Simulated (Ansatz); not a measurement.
## A saddle search, step by step

SiNH6Cl, closed shell, PBE-D4/pcseg-2 (Ansatz 0.2.0). Settings; a guess of the unstable mode was typed too, and convergence needs a confirmed negative curvature besides the force tolerance:

```yaml
hamiltonian: {xc: pbe, dispersion: d4}
saddle:
  f_tol: 0.02
  max_steps: 40
```

Start:

```xyz
9
angstrom
Si -0.8772 0.1538 -0.2255
Cl 0.9851 -1.1742 -1.6908
H -0.8915 0.9693 -1.4353
H -1.6852 0.8748 0.7941
H -1.4886 -1.2691 -0.2791
H 1.3402 -0.3897 -0.0981
N 0.6852 0.1491 0.6543
H 1.0738 1.1844 0.8406
H 0.5519 -0.4166 1.5449
```

```tsv
step	energy less the last (meV)	largest force component (eV/Å)
1	367.7	2.776
2	116.6	1.038
3	28.6	0.759
4	8.9	0.439
5	1.4	0.165
6	0.3	0.116
7	-0.2	0.072
8	-0.4	0.021
9	-0.4	0.023
10	-0.2	0.039
11	0.0	0.031
12	0.2	0.057
13	0.0	0.005
```

Step 3, positions (Å) and forces (eV/Å):

| atom | x | y | z | Fx | Fy | Fz |
| --- | --- | --- | --- | --- | --- | --- |
| Si1 | -0.896 | 0.128 | -0.252 | -0.759 | -0.407 | -0.305 |
| Cl2 | 1.004 | -1.178 | -1.719 | 0.103 | -0.057 | -0.068 |
| H3 | -0.906 | 0.978 | -1.456 | 0.043 | 0.072 | -0.060 |
| H4 | -1.694 | 0.878 | 0.776 | -0.103 | 0.113 | 0.095 |
| H5 | -1.497 | -1.245 | -0.265 | 0.147 | 0.295 | 0.009 |
| H6 | 1.302 | -0.388 | -0.088 | -0.082 | 0.125 | 0.092 |
| N7 | 0.698 | 0.163 | 0.665 | 0.576 | -0.133 | 0.511 |
| H8 | 1.051 | 1.097 | 0.893 | 0.023 | 0.023 | -0.153 |
| H9 | 0.631 | -0.350 | 1.552 | 0.052 | -0.032 | -0.122 |

Step 4, positions (Å) and forces (eV/Å):

```
atom       x       y       z      Fx      Fy      Fz
 Si1  -0.907   0.123  -0.253  -0.439  -0.087  -0.163
 Cl2   1.014  -1.178  -1.716   0.061  -0.047  -0.077
  H3  -0.906   0.982  -1.456   0.041   0.010  -0.012
  H4  -1.708   0.885   0.773  -0.041   0.041   0.036
  H5  -1.498  -1.239  -0.261   0.051   0.077  -0.008
  H6   1.300  -0.377  -0.080  -0.059   0.020   0.057
  N7   0.701   0.158   0.677   0.279  -0.132   0.063
  H8   1.056   1.097   0.871   0.021   0.063   0.067
  H9   0.641  -0.370   1.552   0.085   0.055   0.038
```

Step 6, positions (Å) and forces (eV/Å):

| atom | x | y | z | Fx | Fy | Fz |
| --- | --- | --- | --- | --- | --- | --- |
| Si1 | -0.929 | 0.118 | -0.257 | 0.041 | 0.044 | 0.007 |
| Cl2 | 1.004 | -1.180 | -1.731 | 0.028 | -0.002 | -0.003 |
| H3 | -0.894 | 0.980 | -1.460 | 0.001 | -0.005 | 0.026 |
| H4 | -1.726 | 0.888 | 0.770 | -0.007 | -0.004 | 0.002 |
| H5 | -1.506 | -1.242 | -0.274 | -0.015 | -0.022 | -0.001 |
| H6 | 1.304 | -0.369 | -0.070 | -0.068 | -0.046 | 0.039 |
| N7 | 0.708 | 0.153 | 0.686 | -0.008 | -0.078 | -0.068 |
| H8 | 1.062 | 1.093 | 0.870 | 0.007 | 0.116 | 0.029 |
| H9 | 0.671 | -0.361 | 1.571 | 0.022 | -0.002 | -0.032 |

Last step (13):

```xyz
9
angstrom
Si -0.9182 0.1064 -0.2706
Cl 0.9789 -1.1751 -1.7345
H -0.8945 1.0002 -1.4493
H -1.7132 0.8613 0.7724
H -1.5175 -1.2462 -0.2973
H 1.3105 -0.3872 -0.0389
N 0.7135 0.1528 0.6885
H 1.0635 1.1019 0.8459
H 0.6706 -0.3323 1.5890
```

The run took about 2.6 min on 2 CPU threads of an Intel Xeon Platinum 8488C (shared host).
